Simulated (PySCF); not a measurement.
Gas-phase reaction: 4 (CH3)2SiH2 + 2 C3H4 (allene) = 4 (CH3)3Si + C2H4

Method: PySCF energies (xtb for GFN2) plus ideal-gas RRHO corrections (1 bar). † marks an energy on the PBE0/def2-TZVP geometry and frequencies; other levels use their own. MP2 freezes the core. 6-31G* has spherical d functions here. Open shells (unrestricted): (CH3)3Si (multiplicity 2); the rest are closed-shell singlets. GFN2 has no spin-polarisation term. B3LYP is the form with VWN-RPA correlation. (CH3)3Si: computed as isolated molecules; such fragments, hydroxides, amides, oligomers or adducts are transient or little studied in the gas. MP2 isn't extrapolated to the basis-set limit.

| level | ΔH°(298 K), kJ |
|---|---|
| B3LYP/6-31G* | [?] |
| B3LYP/def2-TZVP† | 165 |
| GFN2-xTB | 449 |
| HF/def2-TZVP† | [?] |
| MP2/def2-TZVPP† | 103 |
| PBE/def2-SVP | 110 |
| PBE0/def2-QZVP† | 75 |
| PBE0/def2-SVP† | 81 |
| PBE0/def2-TZVP | 80 |
| LDA/def2-TZVP† | [?] |
| ωB97X-V/def2-TZVP† | [?] |

**Question.** Some entries are withheld; supply them.

**Answer.** 
- B3LYP/6-31G*, ΔH°(298 K), kJ: 146
- HF/def2-TZVP†, ΔH°(298 K), kJ: 62
- LDA/def2-TZVP†, ΔH°(298 K), kJ: 99
- ωB97X-V/def2-TZVP†, ΔH°(298 K), kJ: 136
